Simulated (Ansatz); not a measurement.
We consider diamond-structure Si, described by PBE-D3(BJ) (Ansatz, an electronic-structure program, PAW).

Settings: plane-wave cutoff 520 eV, 12×12×12 k mesh, Fermi–Dirac smearing 0.01 eV, scalar-relativistic PAW data made under PBE.

Results at a series of volumes:

```json
[
 {"V (Å³/atom)": "18.724", "E − E_lowest (meV/atom)": "23.09", "P (GPa)": "6.55"},
 {"V (Å³/atom)": "19.122", "E − E_lowest (meV/atom)": "9.86", "P (GPa)": "4.12"},
 {"V (Å³/atom)": "19.521", "E − E_lowest (meV/atom)": "2.37", "P (GPa)": "1.94"},
 {"V (Å³/atom)": "19.919", "E − E_lowest (meV/atom)": "0.00", "P (GPa)": "0.00"},
 {"V (Å³/atom)": "20.317", "E − E_lowest (meV/atom)": "2.20", "P (GPa)": "-1.73"},
 {"V (Å³/atom)": "20.716", "E − E_lowest (meV/atom)": "8.44", "P (GPa)": "-3.26"},
 {"V (Å³/atom)": "21.114", "E − E_lowest (meV/atom)": "18.22", "P (GPa)": "-4.58"}
]
```

**Question.** Estimate the bulk modulus and its pressure derivative from these points.

**Answer.** V0 = 19.919 Å³/atom, B0 = 91.3 GPa, B′ = 4.9 (fit to the energies at full precision).

Measured, for comparison: bulk modulus 101 GPa (0 K value with zero-point phonon effects removed; as tabulated in Sun et al. (2011), doi:10.1103/physrevb.84.035117); equilibrium volume per atom 19.91 Å³/atom (static lattice: zero-point anharmonic expansion removed; as tabulated in Mejia-Rodriguez and Trickey (2018), arXiv:1807.09216). Computed (rounded) less measured: bulk modulus -10 %, equilibrium volume per atom +0.1 %.

The result took around 13 core-seconds (rough).
